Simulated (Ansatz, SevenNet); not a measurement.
# Ladder of methods for the equilibrium lattice constant a of 1T (CdI2-type) PtS₂

Reference value: 3.542 Å (measured, temperature not stated, not corrected to a static lattice; as tabulated in Björkman (2014), arXiv:1406.2436).

```csv
level (code),value (Å)
SevenNet-l3i5 (SevenNet),3.587
LDA (Ansatz),(withheld)
PBE (Ansatz),(withheld)
PBEsol+SOC (Ansatz),3.567
PBE-D3(BJ) (Ansatz),3.584
PBE-D4 (Ansatz),3.584
r²SCAN (Ansatz),3.548
r²SCAN+rVV10 (Ansatz),(withheld)
HSE06 (Ansatz),3.526
```

Question: Fill in the missing entries.

Answer: 
- LDA (Ansatz, a program for electronic structure), value (Å): 3.562
- PBE (Ansatz), value (Å): 3.577
- r²SCAN+rVV10 (Ansatz), value (Å): 3.552

Differences against the reference: SevenNet-l3i5 +1.27 %, LDA +0.56 %, PBE +0.99 %, PBEsol+SOC +0.71 %, PBE-D3(BJ) +1.19 %, PBE-D4 +1.19 %, r²SCAN +0.17 %, r²SCAN+rVV10 +0.28 %, HSE06 -0.45 %.

The reference's temperature isn't stated, so close values are not ranked against it. Off by more than 1.25 % (a bound picked here): SevenNet-l3i5 (+1.27 %).

The reference has no zero-point or thermal correction, while the calculations are for a static lattice, so the differences are not the levels' errors alone. A static lattice is as a rule a little smaller than the measured one.  Density-functional levels without +SOC have no spin–orbit coupling. LDA, PBE, PBEsol+SOC, r²SCAN, HSE06: the cell comes from a level without a dispersion term, which matters for the spacing of layers, chains or molecules. Cutoffs and k meshes differ between the levels. Ansatz's density-functional and Hartree–Fock values are scalar-relativistic unless marked +SOC, with PAW data made under PBE.

Machine-learned potentials (SevenNet-l3i5) are trained on DFT data, which may include these solids.

Differences are worked out from the printed values.
